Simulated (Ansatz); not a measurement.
Zinc-blende HgTe

Calculation: r²SCAN+rVV10 in Ansatz (plane waves, PAW).

Run with plane-wave cutoff 500 eV, 10×10×10 k mesh, Fermi–Dirac smearing 0.05 eV, scalar-relativistic PAW data made under PBE.

Cell: relaxed at this level.

```json
{
 "equilibrium_volume_per_atom": "34.77 Å³/atom",
 "equilibrium_lattice_constant_a": "6.527 Å",
 "band_gap": "zero (no gap)"
}
```

Measured, for comparison: equilibrium volume per atom 33.70 Å³/atom, lattice constant a 6.46 Å (room temperature, no zero-point or thermal correction; as tabulated in Cava et al. (2013), arXiv:1302.1059). Computed (rounded) less measured: equilibrium volume per atom +3.2 %, lattice constant a +1.0 %.

Spin–orbit coupling is not included; it can shift volumes and moduli of such heavy elements.

Computed values are for the static lattice.

The result took roughly 80 core-seconds.

Ansatz is a program for electronic structure.
